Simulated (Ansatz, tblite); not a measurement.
Cost and result up the ladder for NaF₂⁻ (3 atoms). The state is a singlet with charge -1. Geometry: r2SCAN-D4/def2-TZVPD.

```xyz
3

Na    0.000    0.000    0.000
F    -0.547   -1.103    1.633
F     0.547    1.103   -1.633
```

Ansatz on 4 threads of Intel Xeon 6975P-C on a shared host; xTB runs through tblite on one thread. Times are rough, summed over both states, and most runs start from the orbitals of an earlier one. ωB97M-V/def2-TZVPD serves as the yardstick here, not as an exact answer. The other state is a triplet at its own geometry.

The xTB rows come from tblite. B3LYP takes the VWN-RPA correlation. HSE06 is defined as in plane-wave codes, on full-range PBE exchange. Correlated methods freeze 3 core orbitals; core or outer-core shells of Na are correlated, in sets that lack core-valence functions. In CCSD on the charge -1 triplet the largest single amplitude is 0.22, so its Hartree–Fock determinant may place the open shell otherwise than the density functionals do. At PBE0-D4/def2-TZVPD a singlet of charge -1 lies 3.94 eV below the triplet, each at its own geometry. The structure comes from a short search, and lower isomers may exist.

Run but left out: HF/STO-3G, HF/def2-TZVPD, HF/def2-TZVPPD, MP2/def2-TZVPD, MP2/def2-TZVPPD (triplet: a determinant that CCSD turns far, T1 0.054).

Correlated methods converge slowly with the basis.

xTB has no spin-polarisation term.

| level | functions | wall time |
| --- | --- | --- |
| GFN1-xTB | 12 | 0.002 s |
| GFN2-xTB | 12 | 0.002 s |
| LDA (SPW92)/def2-TZVPD | 115 | 0.55 s |
| PBE-D4/def2-TZVPD (with forces) | 115 | 1 s |
| HSE06-D4/def2-TZVPD | 115 | 1.2 s |
| RPA@PBE/def2-TZVPD | 115 | 1.5 s |
| r2SCAN-D4/def2-TZVPD | 115 | 1.5 s |
| B3LYP-D4/def2-TZVPD | 115 | 1.5 s |
| r2SCAN0-D4/def2-TZVPD | 115 | 1.8 s |
| ωB97M-V/def2-TZVPD | 115 | 3.3 s |
| CCSD(T)/def2-TZVPPD | 115 | 8.7 s |

**Question.** Estimate what each level gives for the triplet − singlet (eV).

**Answer.** 
```json
{"level": "GFN1-xTB", "triplet − singlet (eV)": "6.93", "difference from ωB97M-V/def2-TZVPD (eV)": "2.47", "remarks": "–"}
{"level": "GFN2-xTB", "triplet − singlet (eV)": "6.10", "difference from ωB97M-V/def2-TZVPD (eV)": "1.64", "remarks": "–"}
{"level": "LDA (SPW92)/def2-TZVPD", "triplet − singlet (eV)": "3.96", "difference from ωB97M-V/def2-TZVPD (eV)": "-0.50", "remarks": "HOMO above zero (triplet)"}
{"level": "PBE-D4/def2-TZVPD (with forces)", "triplet − singlet (eV)": "3.77", "difference from ωB97M-V/def2-TZVPD (eV)": "-0.69", "remarks": "HOMO above zero (triplet)"}
{"level": "HSE06-D4/def2-TZVPD", "triplet − singlet (eV)": "3.94", "difference from ωB97M-V/def2-TZVPD (eV)": "-0.52", "remarks": "HOMO above zero (triplet)"}
{"level": "RPA@PBE/def2-TZVPD", "triplet − singlet (eV)": "3.82", "difference from ωB97M-V/def2-TZVPD (eV)": "-0.64", "remarks": "–"}
{"level": "r2SCAN-D4/def2-TZVPD", "triplet − singlet (eV)": "3.81", "difference from ωB97M-V/def2-TZVPD (eV)": "-0.65", "remarks": "HOMO above zero (triplet)"}
{"level": "B3LYP-D4/def2-TZVPD", "triplet − singlet (eV)": "4.08", "difference from ωB97M-V/def2-TZVPD (eV)": "-0.38", "remarks": "HOMO above zero (triplet)"}
{"level": "r2SCAN0-D4/def2-TZVPD", "triplet − singlet (eV)": "4.00", "difference from ωB97M-V/def2-TZVPD (eV)": "-0.45", "remarks": "HOMO above zero (triplet)"}
{"level": "ωB97M-V/def2-TZVPD", "triplet − singlet (eV)": "4.46", "difference from ωB97M-V/def2-TZVPD (eV)": "0.00", "remarks": "HOMO above zero (triplet)"}
{"level": "CCSD(T)/def2-TZVPPD", "triplet − singlet (eV)": "4.56", "difference from ωB97M-V/def2-TZVPD (eV)": "0.10", "remarks": "large T1 (0.054) (triplet)"}
```
